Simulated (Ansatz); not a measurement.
The same path of C$_{3}$H$_{4}$F (8 atoms, charge -1, multiplicity 1) was run twice with different band settings. The coordinate that changes most is the dihedral H5–C1–C2–F4.

The calculation used RHF/def2-SVP (Ansatz 0.2.0).

Relaxed end points:

```xyz
8
Properties=species:S:1:pos:R:3
C -0.872 0.811 0.482
C -0.209 -0.225 -0.138
C 1.119 -0.544 -0.318
F -1.055 -1.138 -0.698
H -1.954 0.837 0.484
H -0.319 1.606 0.968
H 1.392 -1.444 -0.856
H 1.898 0.096 0.077
```

```xyz
8
Properties=species:S:1:pos:R:3
C -0.872 0.811 0.482
C -0.209 -0.225 -0.138
C 1.120 -0.544 -0.318
F -1.055 -1.137 -0.698
H -0.319 1.606 0.968
H -1.954 0.837 0.484
H 1.391 -1.444 -0.856
H 1.898 0.096 0.077
```

Common settings: spring 5.0 eV/Å²; optimiser quadratic models (default); start path through a guess of the saddle point; force threshold 0.05 eV/Å; iteration limit 60; end points relaxed.

| run | movable images | climbing image |
| --- | --- | --- |
| 1 | 5 | yes |
| 2 | 1 | no |

Question: What does each run give, and how far can it be trusted?

Answer: Run 1: converged after 9 iterations, highest image 0.707 eV above the first end. A vibrational analysis at the climbing image gives one clearly imaginary mode, 299i cm⁻¹: a first-order saddle point.
Run 2: converged after 8 iterations, highest image 0.707 eV above the first end. The dihedral H5–C1–C2–F4 jumps by 125° between images 1 and 2, so the path isn't resolved there. No image climbed, so the highest image needn't sit at the top of the path. So few images can step over the top or miss a turn of the path.
Limits of this set-up: an anion without diffuse functions, the dipole of an ion depends on the origin.
